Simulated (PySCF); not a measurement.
Reaction (SMILES): C#N (CH-N) + H+ → C#[NH+]
B3LYP-D3(BJ)/def2-TZVP geometries, fixed; electronic energies without zero-point terms; positive where energy is released.
Largest species:
```xyz
4

C      0.0000     0.0000    -0.5980
N      0.0000     0.0000     0.5315
H      0.0000     0.0000    -1.6793
H      0.0000     0.0000     1.5473
```
Charge +1, spin multiplicity 1.

Effect of the SCF energy threshold at B3LYP/def2-TZVP with PySCF, against the last row, where the proton affinity is 175.98 kcal/mol. The proton sits at the site shown, which need not be the one that binds it best.

| setting | SCF cycles, largest species | largest shift of a total energy (mEh) | shift of the proton affinity (kcal/mol) |
|---|---|---|---|
| conv_tol: 1e-4 | 5 | 0.002 | 0.000 |
| conv_tol: 1e-5 | 5 | 0.002 | -0.001 |
| conv_tol: 1e-6 | 7 | 0.000 | 0.000 |
| conv_tol: 1e-7 | 7 | 0.000 | 0.000 |
| conv_tol: 1e-11 | 9 | 0.000 | 0.000 |

Within 0.02 kcal/mol in the proton affinity: conv_tol: 1e-4; conv_tol: 1e-5; conv_tol: 1e-6; conv_tol: 1e-7. The largest shift is 0.002 mEh in a total energy and 0.001 kcal/mol in the difference.
